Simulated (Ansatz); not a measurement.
Born–Oppenheimer molecular dynamics of FH3Si (5 atoms, charge 0, multiplicity 1). It starts from a relaxed structure.

These are results of Ansatz 0.2.0, RKS PBE0/STO-3G, not measurements.

* ensemble: NVE (velocity Verlet)
* time step: 0.5 fs
* steps asked: 150
* starting velocities drawn for: 2000 K
* seed: 224094

First frame:

```xyz
5
Properties=species:S:1:pos:R:3
Si 0.000 0.000 -0.007
F 0.000 0.000 1.639
H 1.362 0.000 -0.500
H -0.680 1.179 -0.500
H -0.680 -1.179 -0.500
```

Problem. How far do the bonds stretch over the last three quarters of this one trajectory? (Pairs bonded in most of those frames.)

Solution. 
```
  bond  mean (Å)  spread (Å)  shortest  longest
Si1–F2     1.649       0.009      1.64     1.66
Si1–H3     1.468       0.059      1.37     1.56
Si1–H4     1.455       0.075      1.34     1.57
Si1–H5     1.460       0.076      1.35     1.58
```

Mean temperature of the second half: 966 K. The conserved energy stayed within 1.5 meV per atom of its start (net change 0.26 meV per atom), so the integration is sound. Over the second half the temperature averaged 0.48 of the 2000 K drawn at the start: a run that starts near a minimum puts about half its kinetic energy into the potential. A run of 0.075 ps of so small a system gives no equilibrium averages. Limits of this set-up: minimal basis.

The run took 66 s on 1 thread of Arm Neoverse V1 (shared host), peak memory 0.072 GiB.
